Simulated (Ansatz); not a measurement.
Results of PBE0 (PAW; Ansatz, a program for electronic structure) for β-phase Si (model structure).

Input:

Ansatz 0.2 input:
```yaml
crystal:
  lattice:
    - [-2.387842063, 2.387842063, 1.3399912953]
    - [2.387842063, -2.387842063, 1.3399912953]
    - [2.387842063, 2.387842063, -1.3399912953]
  atoms:
    - { symbol: Si, position: [0.0, 0.0, 0.0] }
    - { symbol: Si, position: [0.25, 0.75, 0.5] }
kpoints:
  mp_grid: { grid: [10, 10, 10] }
hamiltonian:
  xc: pbe0
  pseudopotentials: { kind: paw }
  dispersion: none
scf:
  occupations: { method: fermi_dirac, width: 0.05 }
output:
  forces: true
  stress: true
  eigenvalues: true
basis:
  ecutwfc: 500
  ecutrho_ratio: 4
  xc_grid: 2
magnetization:
  spin_polarized: false
```

Q: How many irreducible k-points, plane waves at Γ does the program set up, and what pressure does the run end with?

A: 102 irreducible k-points, 765 plane waves at Γ; P = -1.52 GPa, so the cell is stretched and would shrink at this level.

Output (set-up and result lines):

```
WARN output.stress: scf.convergence.dr2_threshold = 1e-7 eV (the SCF's general default) is looser than the 2e-10 eV advised for a printed stress (1e-10 eV for …
WARN output.stress: scf.exx.energy_threshold = 1e-6 eV is looser than the 2e-8 eV advised for a stress under a hybrid functional (1e-8 eV for each atom of the …
Crystal: 2 atoms, lattice volume = 30.561 Å³
Basis set: ecut = 500 eV, 765 PW (Γ), exchange–correlation on 54×54×54 points (8 copies of the dense FFT grid, shifted against one another)
Bands: 8, of which v1, the nominal top of the filled ones, is band 4 counted from 1 (3 counted from 0)
Symmetry: 16 space group operations
Space group: I41/amd (ITA 141), of the structure as read, at distance tolerance 3.1e-5 Å
k-points: 102 of 1000
Functional: x = pbe(κ = 0.804, μ = 0.2195149727645171), c = pbe(β = 0.06672455060314922), warm-up for x = 0.75 pbe(κ = 0.804, μ = 0.2195149727645171) + 0.25 exact, c = pbe(β = 0.06672455060314922)
SCF iter   1: F=—  HF=-1271.036224 eV  |F-HF|=—  |Δ(HF+E_count)|=         —  Δρ=1.71e-3  dr2=4.30e-4
SCF iter   2: F=—  HF=-1271.036419 eV  |F-HF|=—  |Δ(HF+E_count)|=   1.95e-4  Δρ=1.01e-3  dr2=1.54e-4
  ...
SCF 1 converged in 5 iterations: F = -1271.036505 eV  dr2 = 2.16e-11
Crystal: 2 atoms, lattice volume = 30.561 Å³
Initial density: handed on by an earlier stage of this run
Functional: x = 0.75 pbe(κ = 0.804, μ = 0.2195149727645171) + 0.25 exact, c = pbe(β = 0.06672455060314922)
SCF 2 converged in 5 iterations: F = -1272.090778 eV  dr2 = 3.07e-8
Crystal: 2 atoms, lattice volume = 30.561 Å³
Crystal: 2 atoms, lattice volume = 30.561 Å³
SCF 4 converged in 6 iterations: F = -1272.094860 eV  dr2 = 8.17e-9
Crystal: 2 atoms, lattice volume = 30.561 Å³
SCF iter   1: F=—  HF=-1272.094860 eV  |F-HF|=—  |Δ(HF+E_count)|=         —  Δρ=2.00e-6  dr2=3.92e-9
SCF iter   2: F=-1272.094860 eV  HF=-1272.094860 eV  |F-HF|=1.68e-10  |Δ(HF+E_count)|=   6.14e-9  Δρ=1.00e-6  dr2=1.55e-9
SCF 5 converged in 2 iterations: F = -1272.094860 eV  dr2 = 1.55e-9
Free energy (F): -1272.094860 eV
Internal energy: -1272.093254 eV  (E = F + TS)
E sigma→0 (E₀):  -1272.094057 eV
Fermi energy:    9.630945 eV
--- Forces (eV/Å), atoms counted from 1 ---
  atom   1  Si     0.00000000    -0.00000000     0.00000000
  atom   2  Si     0.00000000    -0.00000000     0.00000000
--- Stress (GPa, compression-positive) ---
       -1.697016      -0.000000       0.000000
       -0.000000      -1.697016       0.000000
        0.000000       0.000000      -1.152340
  P = ⅓ Tr σ = -1.5155 GPa (-15.155 kbar)
```

The PAW data were made under PBE.

Note: hybrids on metals are sensitive to the k mesh and can open a false gap. Note: the cell keeps the symmetry of its start, so it can be a saddle point. Note: cell and atoms aren't relaxed at this level (pressure -1.5 GPa).

Computing time: roughly 4 core-minutes.

A model structure was made by putting elements into a prototype or built by hand; it is no filed structure, need not be a known phase, and can be a saddle point held by its symmetry.
